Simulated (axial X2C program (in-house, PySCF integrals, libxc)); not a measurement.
# Low determinants of SiO⁻ at the PBE0 level, two-component

Calculated with an axial X2C code built on PySCF integrals. Two-component (2c) means X2C with spin–orbit coupling and atomic mean-field two-electron Coulomb and Gaunt terms. Basis: Si dyall-av3z [9s8p3d2f], O dyall-av3z [7s6p3d2f] (cores contracted in-house); Gaussian nuclei, density fitting, unrestricted open shells. Masses: Si 27.977 u, O 15.995 u.

Search at 1.561 Å (vertical energies from the lowest determinant):

```csv
ΔE (eV),state,electrons beyond evenly filled partner blocks,"electrons in ±ω = 1/2, 3/2, 5/2, 7/2"
0.00,Ω = 1/2,ω = 1/2,19 4 0 0
0.01,Ω = 3/2,ω = 3/2,18 5 0 0
3.61,Ω = 5/2,ω = 5/2,18 4 1 0
4.05,Ω = 1/2,"2 × ω = -1/2, ω = 3/2",18 5 0 0
4.13,Ω = 5/2,"ω = -1/2, 2 × ω = 3/2",19 4 0 0
4.23,Ω = 5/2,"2 × ω = 1/2, ω = 3/2",18 5 0 0
4.89,Ω = 3/2,ω = 3/2,20 3 0 0
```

Lowest determinant, Ω = 1/2 (⟨Sz⟩ = -0.50, ⟨Lz⟩ = 1.00 at PBE0): Re = 1.558 Å, ωe = 1094.2 cm⁻¹.

The determinant in row 2 of the search, Ω = 3/2 (⟨Sz⟩ = 0.50, ⟨Lz⟩ = 1.00 at PBE0), was followed along the bond at PBE0; measured from the minimum of the lowest determinant it gives:

Te = 0.010 eV (80 cm⁻¹), Re = 1.557 Å, ωe = 1095.4 cm⁻¹.

Question: Compare the bond of the determinant in row 2 with that of the lowest one.

Answer: At PBE0 its Re is 0.001 Å shorter and its force constant, which goes as ωe², is 1.00 times that of the lowest determinant. T0 ≈ Te + Δωe/2 = 80 + (1) = 81 cm⁻¹.

The search compares states at one distance, so a state with another bond length can lie lower; it is not exhaustive and yields mostly the lowest determinant of each block pattern, so other components and higher states of one pattern are missing. These are energies of single determinants, not of spin-adapted states; PBE0 term energies can be off by some tenths of an eV, and the functional has no current term. For an anion, determinants above electron detachment are held by the basis set. Row 1 has a positive highest level at its minimum. Row 2 has a positive highest level at its minimum.
